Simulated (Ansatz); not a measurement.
# CH5NSi (SMILES NC=[SiH2]): molecular dynamics

Aim: follow the atoms for 30 steps of 0.25 fs at constant energy, with velocities drawn for 200 K.

Computed with Ansatz 0.2.0, Gaussian basis. Level: BHLYP-D4/6-31G.

1 further run of the same task is left out (it didn't finish).

## Step 1: Starting geometry

SMILES `NC=[SiH2]`, 8 atoms, charge 0, spin multiplicity 1.

Atoms are counted from 1 here; the program's logs count them from 0.

Bond lengths: N1–C2 1.418 Å, N1–H4 1.011 Å, N1–H5 1.013 Å, C2–Si3 1.759 Å, C2–H6 1.081 Å, Si3–H7 1.454 Å, Si3–H8 1.449 Å. Angles: C2–N1–H4 112.6°, C2–N1–H5 112.6°, H4–N1–H5 110.2°, N1–C2–Si3 126.5°, N1–C2–H6 112.4°, Si3–C2–H6 120.7°, C2–Si3–H7 122.7°, C2–Si3–H8 121.3°, H7–Si3–H8 115.9°.

As a file:

```csv
atom,x (Å),y (Å),z (Å)
N1,-0.4435,0.6869,-1.2230
C2,-0.0283,0.5760,0.1278
Si3,0.6063,-0.8639,0.9130
H4,-0.5946,-0.2130,-1.6589
H5,-1.2653,1.2699,-1.3306
H6,-0.0269,1.5296,0.6379
H7,0.6100,-2.1707,0.2752
H8,1.1424,-0.8147,2.2585
```

## Step 2: The run

File md/in.yaml:

```yaml
crystal:
  periodic: [false, false, false]
  atoms:
    - {symbol: N, position_ang: [-0.443530, 0.686930, -1.223010]}
    - {symbol: C, position_ang: [-0.028330, 0.575960, 0.127830]}
    - {symbol: Si, position_ang: [0.606340, -0.863940, 0.912990]}
    - {symbol: H, position_ang: [-0.594630, -0.213020, -1.658900]}
    - {symbol: H, position_ang: [-1.265340, 1.269870, -1.330560]}
    - {symbol: H, position_ang: [-0.026880, 1.529630, 0.637880]}
    - {symbol: H, position_ang: [0.609970, -2.170730, 0.275250]}
    - {symbol: H, position_ang: [1.142390, -0.814700, 2.258520]}
basis:
  gaussian: {orbitals: 6-31G}
hamiltonian: {xc: {name: BHLYP}, dispersion: d4}
md: {n_steps: 30, timestep: 0.25, temperature: 200, ensemble: nve, seed: 524, initial_velocities: maxwell_boltzmann}
```

Run with:

```
$ ansatz run in.yaml --threads 2 --pin off --events-out ev --progress --plain --max-ram 3481MiB
```

What does the calculation give? Wanted: temperature at the start; mean temperature, second half; lowest and highest potential energy, from the first frame; largest change of potential + kinetic.

The runs gave:

```
                                                 quantity             value
                                                   length  30 steps, 7.5 fs
                                 temperature at the start             200 K
                            mean temperature, second half             320 K
lowest and highest potential energy, from the first frame    -102 and 0 meV
                    largest change of potential + kinetic           0.1 meV
```

**Reading.** With no thermostat the total energy should stay fixed; it holds within 0.1 meV, small beside the kinetic energy, so the time step serves. The temperature runs between 200 and 332 K. The molecule keeps its bonds.
